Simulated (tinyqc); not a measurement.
A ladder of methods, and size consistency: correlation methods against full CI in the sto-6g basis, for H2O, spin multiplicity 1. Computed by the program tinyqc with PySCF. 

Geometry (angstrom):
```
atom       x        y       z
O     0.0000   0.0000  0.0000
H     0.0000   0.8890  0.5290
H     0.0000  -0.8890  0.5290
```

RHF energy of one = -75.661152 hartree

All electrons correlated; +Q is the Davidson correction (1 - c0^2) E_corr. The last columns treat two copies 100 angstrom apart as one system. FCI is the lowest singlet.

Correlation energies (hartree):
```
method   E_corr of one  share of FCI (%)  E_corr of two at 100 angstrom  two minus twice one (mhartree)
MP2          -0.040796           69.2297                      -0.081591                          0.0000
CISD         -0.057752           98.0048                      -0.111730                          3.7740
CISD+Q       -0.059777          101.4417                      -0.118773                          0.7815
CCSD         -0.058699           99.6116                      -0.117398                          0.0000
CCSD(T)      -0.058834           99.8399                      -0.117667                          0.0000
FCI          -0.058928          100.0000                              -                               -
```

MP2 recovers 69 %, CISD 98.0 % and CCSD 99.6 % of the FCI value (c0^2 = 0.965 in CISD). MP2 and coupled cluster are size consistent, so their last column vanishes; CISD loses 3.77 mhartree, since a double excitation on each copy is a quadruple of the pair, and the Davidson correction leaves +0.78.
